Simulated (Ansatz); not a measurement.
Results of PBE in Ansatz (PAW) for anatase TiO2 (metastable phase).

Numerical settings: plane-wave cutoff 500 eV, 12×12×12 k mesh, gaussian smearing 0.02 eV, no spin polarisation, scalar-relativistic PAW data made under PBE.

Cell (relaxed at this level):

TiO$_{2}$ has the tetragonal space group I4₁/amd, origin choice 1 (No. 141), the anatase structure, Pearson symbol tI12. Cell: a = 3.7995 Å, b = 3.7995 Å, c = 9.6964 Å, α = 90.00°, β = 90.00°, γ = 90.00°. Ti on 4a is coordinated by 6 O at 1.946–2.003 Å. O on 8e is surrounded by 3 Ti at 1.946–2.003 Å. (Neighbours: up to the widest gap in distance over summed covalent radii, below 1.35, at either atom; cation-cation and far metal-metal contacts left out.)
(The calculation used a cell of 6 atoms; values per cell refer to that cell.)

Predict the band gap.


- band gap = 2.12 eV (on the SCF k mesh)

Measured, for comparison: band gap 3.42 eV (low temperature, zero-point motion not removed, gap of extended states, from the Urbach tail; as tabulated in Kang and Hybertsen (2010), arXiv:1006.4085). Computed (rounded) less measured: band gap -1.30 eV.

Ansatz is an electronic-structure program.
